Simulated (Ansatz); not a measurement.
Energy needed to pull apart CH$_{2}$O (SMILES C=O), closed shell, into free ground-state atoms, from the structure below (displaced at random from a GFN2-xTB minimum); no zero-point or spin–orbit terms; open-shell atoms are treated unrestricted, in their ground-state multiplicity.

C1  (0.000, 0.017, 0.029)
O2  (0.653, 0.592, 0.809)
H3  (-0.549, 0.518, -0.787)
H4  (-0.169, -1.105, -0.029)
(Å)

Computed with Ansatz 0.2.0 (basis: def2-TZVPP); correlated methods freeze the cores. B3LYP uses VWN-RPA correlation.

```
   method  atomization energy (eV)
   PBE-D4                    16.67
r2SCAN-D4                    16.12
  PBE0-D4                        ?
 B3LYP-D4                    16.15
 HSE06-D4                    16.11
  wB97M-V                        ?
       HF                    11.11
      MP2                    16.09
     CCSD                    15.38
  CCSD(T)                    15.68
```

Task: What does wB97M-V give? (An estimate is asked for; the value comes from the calculation.)

Result: Computed: 16.16 eV, which is about 0.48 eV more than CCSD(T)/def2-TZVPP.

Task: What does PBE0-D4 give? (To be estimated.)

Result: The calculation gives: 16.09 eV, which is about 0.41 eV more than CCSD(T)/def2-TZVPP.

In triple zeta the MP2 and coupled-cluster atomization energies are still short of their basis limit by a few kcal/mol a bond, whereas those of the functionals are nearly converged, so these differences are not deviations from converged CCSD(T).

No T1 diagnostic of these runs exceeds 0.015.

For scale, one of the runs: CCSD(T)/def2-TZVPP forces, 90 basis functions (an equivalent command: `ansatz run in.yaml --threads 4`). The run took about 3.3 s on 4 CPU threads (shared host).
